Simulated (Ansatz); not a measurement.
Isolated molecules relaxed with PBE0-D4/def2-TZVP in Ansatz; ΔE leaves out vibrations. CCSD(T)/CBS is the MP2 limit (def2-TZVPP, def2-QZVPP) plus CCSD(T) − MP2 in def2-TZVPP, frozen cores. This one scheme is used for every species, atoms too. Functionals use def2-TZVPP. Open shells (•) are unrestricted, without spin–orbit coupling. Spin–orbit coupling would lower the free atoms: a little for C, S, Si.

Consider the atomization: `C[SiH2][S]`• → C• + 5 H• + S• + Si•.

`C[SiH2][S]`•:

```xyz
8

C    -0.671   -0.628   -0.469
Si    0.531    0.586    0.277
S     1.533   -0.140    2.005
H    -1.180   -0.177   -1.325
H    -1.420   -0.928    0.266
H    -0.150   -1.523   -0.815
H    -0.173    1.794    0.799
H     1.531    1.016   -0.738
```

CCSD(T)/CBS gives +2587.2 kJ/mol.

**Question.** Another level gave +2596.3 kJ/mol. Which?
A. PBE/def2-TZVPP
B. PBE0/def2-TZVPP
C. revPBE-D4/def2-TZVPP
D. CAM-B3LYP-D4/def2-TZVPP

**Answer.** D. CAM-B3LYP-D4 2596.3, revPBE-D4 2558.2, PBE0 2573.7, PBE 2588.1 kJ/mol.

Largest T1 diagnostic among the species: 0.013.

From r2SCAN to r2SCAN0 (25 % exact exchange), in def2-TZVPP and without D4, ΔE moves by −21.2 kJ/mol: exact exchange takes away binding that semilocal exchange gives to molecules. At CCSD(T), def2-SVP lies −163.0 kJ/mol from the extrapolated value and def2-TZVPP −64.9 kJ/mol: correlation converges slowly with the basis, and small sets miss more of it in the bonded molecule than in its fragments.

For atomizations the MP2-based limit and the directly extrapolated one differ by several kJ/mol either way, and by 10 to 25 for some Ge, Se and Sn compounds, so smaller differences from it don't rank the levels.
